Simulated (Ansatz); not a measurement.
Geometry optimisation, RKS B3LYP-D4/def2-TZVP in Ansatz.

input.yaml

```yaml
crystal:
  periodic: [false, false, false]
  atoms:
    - { symbol: B, position_ang: [-0.054692, -0.498318, -0.153417] }
    - { symbol: H, position_ang: [0.229298, 0.61864, 1.936523] }
    - { symbol: H, position_ang: [0.885019, 0.114706, -0.554994] }
    - { symbol: H, position_ang: [-1.12546, 0.017891, -0.260625] }
    - { symbol: Si, position_ang: [0.083086, -2.355578, 0.492106] }
    - { symbol: H, position_ang: [-0.478943, -3.263618, -0.546225] }
    - { symbol: H, position_ang: [1.473897, -2.784241, 0.793902] }
    - { symbol: H, position_ang: [-0.722586, -2.548619, 1.729216] }
    - { symbol: H, position_ang: [0.186079, -0.090661, 1.893315] }
basis:
  gaussian: { orbitals: def2-TZVP }
hamiltonian:
  xc: b3lyp
  dispersion: d4
relax:
  f_tol: 0.03
  max_steps: 50
```

Run as:

```bash
$ ansatz run input.yaml --threads 4 --pin off --max-ram 5120MiB --backend cpu --events-out ev --progress --plain --runs-dir out
```

**Question.** Where does it end, and by what steps?

**Answer.** The forces met the threshold. After 11 steps the energy has fallen by 0.416 eV; H2 moved furthest, 0.69 Å. Joined: B1–H2, B1–H9.

| step | energy less start (eV) | largest force component (eV/Å) | accepted |
| --- | --- | --- | --- |
| 0 | 0.0000 | 1.516 | yes |
| 1 | -0.0382 | 1.270 | yes |
| 2 | -0.0760 | 0.336 | yes |
| 3 | -0.1146 | 0.294 | yes |
| 4 | -0.1967 | 0.435 | yes |
| 5 | -0.3370 | 0.836 | yes |
| 6 | -0.0558 | 4.366 | no |
| 7 | -0.3948 | 0.320 | yes |
| 8 | -0.4067 | 0.264 | yes |
| 9 | -0.4140 | 0.095 | yes |
| 10 | -0.4149 | 0.044 | yes |
| 11 | -0.4160 | 0.027 | yes |

```xyz
9
Properties=species:S:1:pos:R:3
B -0.040 -0.316 0.285
H 0.213 0.574 1.246
H 0.834 0.039 -0.443
H -1.170 0.018 0.101
Si 0.071 -2.319 0.614
H -0.325 -2.962 -0.662
H 1.437 -2.784 0.963
H -0.847 -2.797 1.679
H 0.303 -0.244 1.546
```

Whether the end is a true minimum wasn't checked by a vibrational analysis.

Time of the run: 11 s on 4 threads of Intel(R) Xeon(R) Platinum 8488C (Sapphire Rapids), with other jobs on the host, peak memory 0.19 GiB.
